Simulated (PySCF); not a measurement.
Stepwise substitution at one centre (Si H-F). Gas-phase values, no solvent. Strings in code marks are SMILES.

Quantity: redistribution energy (mixed species minus the weighted end members), in kJ/mol.

A: 3 of 4 H replaced by F: `F[SiH](F)F`
B: 1 of 4 H replaced by F: `[SiH3]F`
C: 2 of 4 H replaced by F: `F[SiH2]F`

Q: Put the candidates in order of redistribution energy (mixed species minus the weighted end members), lowest first, for B3LYP/3-21G // B3LYP-D3(BJ)/def2-TZVP (PySCF).

A: A (-1.69 kJ/mol), C (15.83 kJ/mol), B (25.41 kJ/mol)
